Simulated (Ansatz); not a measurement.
Relaxation of AlClH$_{4}$O (7 atoms, charge 0, multiplicity 1), to a largest force component of 0.03 eV/Å in at most 50 steps.

Computed with RKS PBE0-D4/def2-SVP (Ansatz).

```xyz
7
Properties=species:S:1:pos:R:3:forces:R:3
Al 0.163 -0.539 -0.440 0.03 -0.97 0.39
H 0.101 -0.012 2.269 -0.12 1.71 0.74
Cl 1.902 0.441 -1.057 0.10 0.00 0.05
H -1.228 0.107 -0.776 -0.06 -0.01 0.04
O 0.351 -2.113 0.295 -0.07 0.81 -0.61
H -0.392 -2.700 0.449 0.01 0.02 0.01
H 0.146 -0.662 1.961 0.12 -1.57 -0.62
```

Question: Where does it end, and by what steps?

Answer: The forces met the threshold. After 11 steps the energy has fallen by 0.136 eV; H2 moved furthest, 0.54 Å.

```json
{"step": "0", "energy less start (eV)": "0.0000", "largest force component (eV/Å)": "1.710", "accepted": "yes"}
{"step": "1", "energy less start (eV)": "-0.0735", "largest force component (eV/Å)": "0.915", "accepted": "yes"}
{"step": "2", "energy less start (eV)": "-0.0939", "largest force component (eV/Å)": "0.717", "accepted": "yes"}
{"step": "3", "energy less start (eV)": "-0.1117", "largest force component (eV/Å)": "0.530", "accepted": "yes"}
{"step": "4", "energy less start (eV)": "-0.0970", "largest force component (eV/Å)": "1.117", "accepted": "no"}
{"step": "5", "energy less start (eV)": "-0.1257", "largest force component (eV/Å)": "0.293", "accepted": "yes"}
{"step": "6", "energy less start (eV)": "-0.1336", "largest force component (eV/Å)": "0.118", "accepted": "yes"}
{"step": "7", "energy less start (eV)": "-0.1336", "largest force component (eV/Å)": "0.115", "accepted": "yes"}
{"step": "8", "energy less start (eV)": "-0.1309", "largest force component (eV/Å)": "0.513", "accepted": "no"}
{"step": "9", "energy less start (eV)": "-0.1352", "largest force component (eV/Å)": "0.050", "accepted": "yes"}
{"step": "10", "energy less start (eV)": "-0.1312", "largest force component (eV/Å)": "0.481", "accepted": "no"}
{"step": "11", "energy less start (eV)": "-0.1360", "largest force component (eV/Å)": "0.012", "accepted": "yes"}
```

```xyz
7
Properties=species:S:1:pos:R:3
Al 0.112 -0.620 -0.272
H 0.302 0.276 1.861
Cl 1.874 0.441 -0.706
H -1.287 0.053 -0.536
O 0.305 -2.258 0.144
H -0.389 -2.915 0.203
H 0.125 -0.455 2.007
```

Whether the end is a true minimum wasn't checked by a vibrational analysis.

Run time: 29 s on 1 thread of Arm Neoverse V1, with other jobs on the host, peak memory 0.14 GiB.
